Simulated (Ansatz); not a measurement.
# How the Voigt–Reuss–Hill shear modulus of cubic BN moves with the method

No measured value is used here.

```csv
level (code),value (GPa),cell (Å³/atom)
PBE (Ansatz),381,5.95
PBE-D3(BJ) (Ansatz),392,5.86
r²SCAN (Ansatz),[?],5.88
PBE0 (Ansatz),413,5.82
```

### Question
Some entries are withheld; supply them.

### Answer

- r²SCAN (Ansatz, a quantum-chemistry and plane-wave program), value (GPa): 404

PBE-D3(BJ): the dispersion coefficients are held fixed in the derivatives. Each level is taken at its own relaxed cell. Cutoffs and k meshes differ between the levels. Ansatz's density-functional and Hartree–Fock values are scalar-relativistic unless marked +SOC, with PAW data made under PBE.
